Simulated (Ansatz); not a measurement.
H2Al–C, doublet: reading a ladder of total energies

Geometry: a PBE0/def2-TZVP stationary point for this spin, not checked as a minimum. The quartet lies 1.1 eV lower here.

```yaml
atoms:
  - { symbol: Al, position_ang: [0.0000, 0.0000, 0.5411] }
  - { symbol: C, position_ang: [0.0000, 0.0000, -1.4289] }
  - { symbol: H, position_ang: [0.0000, 1.4055, 1.2709] }
  - { symbol: H, position_ang: [0.0000, -1.4055, 1.2709] }
```

Basis 6-31G; Ansatz 0.2.0. Correlated methods freeze the noble-gas cores, which leaves 9 electrons in 20 orbitals. R marks a restricted (for open shells ROHF) determinant.

Full CI is exact within this basis and frozen core; it isn't the basis-set limit.

Runs differ by some tens of microhartree through their thresholds and, for an open shell, their frozen cores, so steps under 0.03 kcal/mol mean nothing.

| level | total energy (hartree) |
| --- | --- |
| RHF | -280.696650 |
| RMP2 | -280.774889 |
| RCCSD | -280.807104 |
| RCCSD(T) | -280.809553 |
| RCCSDT | -280.810568 |
| RCCSDT(Q) | -280.810721 |
| RCCSDTQ | -280.810771 |
| full CI | -280.810779 |

Q: What is the correlation energy at full CI, and what share of it do RMP2 and RCCSD(T) recover?

A: E(corr) = -280.810779 − (-280.696650) = -0.114129 hartree = -3.106 eV. RMP2: -0.078239 / -0.114129 = 68.55 %. RCCSD(T): -0.112903 / -0.114129 = 98.93 %.

Q: By how many kcal/mol does RCCSD(T) miss full CI (1 hartree = 627.509 kcal/mol), and which steps make up the rest?

A: -280.809553 − (-280.810779) = 0.001226 hartree = 0.77 kcal/mol. Steps: RCCSDT − RCCSD(T) = -0.64, RCCSDT(Q) − RCCSDT = -0.10, RCCSDTQ − RCCSDT(Q) = -0.03, full CI − RCCSDTQ = -0.01 kcal/mol. That is within 1 kcal/mol of the reference in this basis, which itself misses far more of the correlation at the basis-set limit.
